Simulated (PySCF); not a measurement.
Molecule (SMILES): ClCl (Cl2).
Geometry (B3LYP-D3(BJ)/def2-TZVP, fixed):
```
Cl
Cl 1 2.0135
```

Basis-set convergence of the mean static polarisability at PBE with PySCF. All functions are spherical. Density fitting with generated auxiliary sets. No added dispersion term, no relativity. Reference: the value in aug-pcseg-3, 32.09 bohr³, itself unsure by roughly 1.0 % (its mean distance from aug-cc-pV(Q+d)Z, aug-pcseg-2, aug-cc-pV(T+d)Z). Deviations are taken from unrounded values.

```csv
basis,functions,mean static polarisability (bohr³)
def2-SVP,36,17.24
def2-SVPD,54,31.07
pcseg-1,36,19.00
aug-pcseg-1,54,31.60
cc-pV(D+d)Z,46,17.74
aug-cc-pV(D+d)Z,64,29.75
6-311G**,52,17.30
6-311+G**,60,21.23
pcseg-2,68,19.66
aug-pcseg-2,100,31.76
def2-TZVP,74,22.78
def2-TZVPD,92,31.90
cc-pV(T+d)Z,78,23.30
aug-cc-pV(T+d)Z,110,31.50
def2-TZVPP,84,22.91
def2-TZVPPD,102,31.92
cc-pV(Q+d)Z,128,27.28
aug-cc-pV(Q+d)Z,178,32.01
pcseg-3,128,26.38
aug-pcseg-3,178,32.09
def2-QZVPP,140,27.56
def2-QZVPPD,158,32.06
```

What the diffuse functions change, pair by pair:
- def2-SVP to def2-SVPD: 18 more functions, deviation -46.3 to -3.2 %
- pcseg-1 to aug-pcseg-1: 18 more functions, deviation -40.8 to -1.5 %
- cc-pV(D+d)Z to aug-cc-pV(D+d)Z: 18 more functions, deviation -44.7 to -7.3 %
- 6-311G** to 6-311+G**: 8 more functions, deviation -46.1 to -33.8 %
- pcseg-2 to aug-pcseg-2: 32 more functions, deviation -38.7 to -1.0 %
- def2-TZVP to def2-TZVPD: 18 more functions, deviation -29.0 to -0.6 %
- cc-pV(T+d)Z to aug-cc-pV(T+d)Z: 32 more functions, deviation -27.4 to -1.8 %
- def2-TZVPP to def2-TZVPPD: 18 more functions, deviation -28.6 to -0.5 %
- cc-pV(Q+d)Z to aug-cc-pV(Q+d)Z: 50 more functions, deviation -15.0 to -0.2 %
- pcseg-3 to aug-pcseg-3: 50 more functions, deviation -17.8 to 0.0 %
- def2-QZVPP to def2-QZVPPD: 18 more functions, deviation -14.1 to -0.1 %

Leaving out the reference's own pair, they bring the value nearer the reference by more than 1.0 % in 10 of 10 pairs.
